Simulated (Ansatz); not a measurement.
# Telling isomers of C3H2P− apart by their spectra

These gas-phase data were calculated for one isomer of C3H2P− at B3LYP-D3(BJ)/def2-SVPD (harmonic, unscaled wavenumbers; equilibrium rotational constants with average atomic masses):

- rotational constants: 42.73, 2.993, 2.797 GHz
- all wavenumbers above 1500 cm⁻¹: 3022, 2318, 2047

Candidates:

(1) `[H]/P=C\C#[C-]`, a singlet
(2) `C=C=C=[P-]`, a singlet

Assign the data to one candidate and say why.

Candidate (1). The band at 2318 cm⁻¹ lies where the P–H stretch is expected; (2) has no mode between 2250 and 2520 cm⁻¹.

The same quantities for all candidates:

```tsv
	rotational constants (GHz)	wavenumbers above 1500 cm⁻¹	E above the lowest, B3LYP-D3(BJ)/def2-SVPD (kcal/mol)
(1)	42.73, 2.993, 2.797	3022, 2318, 2047	13.7
(2)	152.7, 2.532, 2.491	3034, 2945, 1866	0.0
```

Harmonic stretches to hydrogen usually lie a few per cent above observed fundamentals. Each candidate is one conformer. Programs: Ansatz 0.2.0.
